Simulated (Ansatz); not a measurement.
Molecule: C2H6N (charge -1, singlet). It need not be the lowest isomer of its formula. Whether it binds its extra electron was not tested at this geometry. SMILES: CC[NH-]
Geometry from a B3LYP-D3(BJ)/def2-TZVP (Ansatz, a quantum-chemistry and plane-wave program) optimisation:
```xyz
9

C      1.1691    -0.3662     0.0283
C     -0.1041     0.5343     0.0013
N     -1.3467    -0.1374     0.0793
H      2.1128     0.2133     0.0222
H      1.1446    -1.0056     0.9178
H      1.1701    -1.0248    -0.8489
H      0.0666     1.2143    -0.8941
H     -0.0065     1.2172     0.8688
H     -1.4509    -0.6616    -0.7986
```
Charge -1, spin multiplicity 1.

Task: Give the harmonic wavenumbers at B3LYP-D3(BJ)/def2-TZVP (Ansatz, finite differences of forces, unscaled).

Result: 279, 340, 435, 780, 800, 1004, 1035, 1107, 1262, 1329, 1345, 1355, 1444, 1457, 1484, 2500, 2839, 2878, 2999, 3035, 3277 cm⁻¹. Zero-point energy 47.1 kcal/mol.

Task: From these and the geometry, give the ideal-gas thermochemistry at 298.15 K and 1 atm (rigid rotor, harmonic oscillator).

Result: Point group C1, rotational symmetry number 1. Rotational constants 35.32, 9.131, 8.161 GHz. S(trans) 37.28, S(rot) 22.33, S(vib) 4.40, S(elec, spin only) 0.00, S 64.0 cal/(mol K). H(298) - H(0) 3.26 kcal/mol; G - E(el) 31.3 kcal/mol.
